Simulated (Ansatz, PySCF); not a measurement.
Bond stretch in FLi, singlet.

Levels of theory: UHF/cc-pVDZ (Ansatz, a first-principles code); RHF/cc-pVDZ (Ansatz); UKS-B3LYP = unrestricted B3LYP/cc-pVDZ run with Ansatz; RKS-B3LYP = restricted B3LYP/cc-pVDZ in Ansatz; UKS-PBE0 = unrestricted PBE0/cc-pVDZ in Ansatz; RKS-PBE0 = restricted PBE0/cc-pVDZ run with Ansatz; UKS-PBE = unrestricted PBE/cc-pVDZ (Ansatz); RKS-PBE = restricted PBE/cc-pVDZ (Ansatz); UKS-B3LYP/6-31G* = unrestricted B3LYP/6-31G*, spherical d run with PySCF 2.14.0; RKS-B3LYP/6-31G* = restricted B3LYP/6-31G*, spherical d (PySCF 2.14.0); UKS-B3LYP/6-311+G** = PySCF with unrestricted B3LYP/6-311+G**, spherical d; RKS-B3LYP/6-311+G** = restricted B3LYP/6-311+G**, spherical d in PySCF 2.14.0; UKS-M06-2X/6-31G* = unrestricted M06-2X/6-31G*, spherical d (PySCF); RKS-M06-2X/6-31G* = restricted M06-2X/6-31G*, spherical d (PySCF).

Scanned distances (Å): 1.34, 1.44, 1.52, 1.60, 1.69, 1.77, 1.80, 1.86, 1.94, 2.02, 2.08, 2.18, 2.31, 2.48, 2.69, 2.96, 3.28, 3.64, 4.06, 4.62, 5.31.

### Question
Where does the unrestricted solution first break spin symmetry (<S²> of 0.01 or more)?

### Answer
UHF: between 2.96 and 3.28 Å; UKS-B3LYP: between 2.96 and 3.28 Å; UKS-PBE0: between 2.96 and 3.28 Å; UKS-PBE: between 2.96 and 3.28 Å; UKS-B3LYP/6-31G*: between 2.96 and 3.28 Å; UKS-B3LYP/6-311+G**: between 3.28 and 3.64 Å; UKS-M06-2X/6-31G*: between 3.28 and 3.64 Å.

```tsv
R / Å	<S²> UHF	E(RHF) − E(UHF) / mEh	<S²> UKS-B3LYP	E(RKS-B3LYP) − E(UKS-B3LYP) / mEh	<S²> UKS-PBE0	E(RKS-PBE0) − E(UKS-PBE0) / mEh	<S²> UKS-PBE	E(RKS-PBE) − E(UKS-PBE) / mEh	<S²> UKS-B3LYP/6-31G*	E(RKS-B3LYP/6-31G*) − E(UKS-B3LYP/6-31G*) / mEh	<S²> UKS-B3LYP/6-311+G**	E(RKS-B3LYP/6-311+G**) − E(UKS-B3LYP/6-311+G**) / mEh	<S²> UKS-M06-2X/6-31G*	E(RKS-M06-2X/6-31G*) − E(UKS-M06-2X/6-31G*) / mEh
1.34	0.00	0.0	0.00	0.0	0.00	0.0	0.00	0.0	0.00	0.0	0.00	0.0	0.00	0.0
1.44	0.00	0.0	0.00	0.0	0.00	0.0	0.00	0.0	0.00	0.0	0.00	0.0	0.00	0.0
1.52	0.00	0.0	0.00	0.0	0.00	0.0	0.00	0.0	0.00	0.0	0.00	0.0	0.00	0.0
1.60	0.00	0.0	0.00	0.0	0.00	0.0	0.00	0.0	0.00	0.0	0.00	0.0	0.00	0.0
1.69	0.00	0.0	0.00	0.0	0.00	0.0	0.00	0.0	0.00	0.0	0.00	0.0	0.00	0.0
1.77	0.00	0.0	0.00	0.0	0.00	0.0	0.00	0.0	0.00	0.0	0.00	0.0	0.00	0.0
1.80	0.00	0.0	0.00	0.0	0.00	0.0	0.00	0.0	0.00	0.0	0.00	0.0	0.00	0.0
1.86	0.00	0.0	0.00	0.0	0.00	0.0	0.00	0.0	0.00	0.0	0.00	0.0	0.00	0.0
1.94	0.00	0.0	0.00	0.0	0.00	0.0	0.00	0.0	0.00	0.0	0.00	0.0	0.00	0.0
2.02	0.00	0.0	0.00	0.0	0.00	0.0	0.00	0.0	0.00	0.0	0.00	0.0	0.00	0.0
2.08	0.00	0.0	0.00	0.0	0.00	0.0	0.00	0.0	0.00	0.0	0.00	0.0	0.00	0.0
2.18	0.00	0.0	0.00	0.0	0.00	0.0	0.00	0.0	0.00	0.0	0.00	0.0	0.00	0.0
2.31	0.00	0.0	0.00	0.0	0.00	0.0	0.00	0.0	0.00	0.0	0.00	0.0	0.00	0.0
2.48	0.00	0.0	0.00	0.0	0.00	0.0	0.00	0.0	0.00	0.0	0.00	0.0	0.00	0.0
2.69	0.00	0.0	0.00	0.0	0.00	0.0	0.00	0.0	0.00	0.0	0.00	0.0	0.00	0.0
2.96	0.00	0.0	0.00	0.0	0.00	0.0	0.00	0.0	0.00	0.0	0.00	0.0	0.00	0.0
3.28	0.94	16.9	0.22	1.3	0.25	1.9	0.21	0.9	0.26	1.9	0.00	0.0	0.00	0.0
3.64	0.98	39.3	0.40	5.8	0.42	7.3	0.36	3.5	0.42	6.6	0.10	0.2	0.36	3.2
4.06	0.99	60.4	0.51	11.2	0.54	13.7	0.46	6.8	0.53	12.0	0.25	2.3	0.53	9.8
4.62	1.00	81.0	0.59	17.0	0.62	20.4	0.55	10.6	0.60	17.7	0.36	5.5	0.64	18.3
5.31	1.00	99.1	0.64	21.8	0.67	26.1	0.60	13.7	0.65	22.8	0.44	8.9	0.73	27.1
```
